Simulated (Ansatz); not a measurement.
The inner images of a band of BH3O + ClH (7 atoms, charge 0, multiplicity 1) are given out of order.

All numbers below come from RKS PBE-D4/def2-SVP (Ansatz 0.2.0).

Initial state:

```xyz
7
Properties=species:S:1:pos:R:3
B -0.137 -0.433 -0.016
O -0.508 0.167 1.151
H -1.144 -0.349 1.682
H 0.652 0.177 -0.707
H -0.597 -1.522 -0.312
Cl 0.791 3.003 1.650
H 0.184 1.842 1.577
```

Final state:

```xyz
7
Properties=species:S:1:pos:R:3
B 0.029 0.352 0.031
O -0.144 -0.103 1.634
H -1.080 0.085 1.862
H 1.174 0.027 -0.224
H -0.883 -0.244 -0.515
Cl -0.218 2.187 0.109
H 0.363 0.581 2.127
```

**Question.** Put them in order from the first end to the last, with their energies above the first end.
A.
```xyz
7
Properties=species:S:1:pos:R:3
B -0.041 -0.335 0.129
O -0.167 -0.273 1.490
H -1.091 -0.383 1.783
H 1.087 -0.219 -0.303
H -1.019 -0.509 -0.577
Cl 0.220 2.886 0.959
H 0.251 1.719 1.543
```
B.
```xyz
7
Properties=species:S:1:pos:R:3
B -0.075 -0.400 0.056
O -0.223 -0.115 1.384
H -1.103 -0.348 1.733
H 1.000 -0.122 -0.433
H -0.991 -0.905 -0.567
Cl 0.366 3.021 1.268
H 0.265 1.754 1.583
```
C.
```xyz
7
Properties=species:S:1:pos:R:3
B 0.060 0.258 0.083
O -0.061 -0.016 1.688
H -0.986 -0.267 1.892
H 1.150 -0.134 -0.271
H -0.952 -0.155 -0.455
Cl 0.050 2.190 0.286
H -0.020 1.007 1.802
```
D.
```xyz
7
Properties=species:S:1:pos:R:3
B -0.113 -0.423 0.011
O -0.342 0.038 1.274
H -1.122 -0.357 1.706
H 0.843 0.051 -0.566
H -0.845 -1.268 -0.473
Cl 0.576 3.052 1.472
H 0.243 1.791 1.600
```
E.
```xyz
7
Properties=species:S:1:pos:R:3
B 0.048 0.342 0.039
O -0.081 -0.057 1.669
H -1.038 -0.162 1.854
H 1.150 -0.062 -0.280
H -0.936 -0.183 -0.456
Cl -0.058 2.196 0.120
H 0.155 0.811 2.080
```
F.
```xyz
7
Properties=species:S:1:pos:R:3
B 0.003 -0.202 0.198
O -0.130 -0.292 1.571
H -1.063 -0.335 1.851
H 1.140 -0.211 -0.225
H -0.981 -0.208 -0.518
Cl 0.133 2.569 0.650
H 0.138 1.563 1.498
```
G.
```xyz
7
Properties=species:S:1:pos:R:3
B 0.041 0.057 0.169
O -0.084 -0.096 1.646
H -1.015 -0.263 1.889
H 1.157 -0.153 -0.242
H -0.960 -0.161 -0.482
Cl 0.081 2.265 0.484
H 0.020 1.236 1.560
```

**Answer.** D (+1.0 kJ/mol), B (+3.3 kJ/mol), A (+5.7 kJ/mol), F (+15.6 kJ/mol), G (+55.0 kJ/mol), C (+11.0 kJ/mol), E (-0.9 kJ/mol).

Run time: 2.3 min on 1 thread of Arm Neoverse V1 (shared host), peak memory 0.12 GiB.
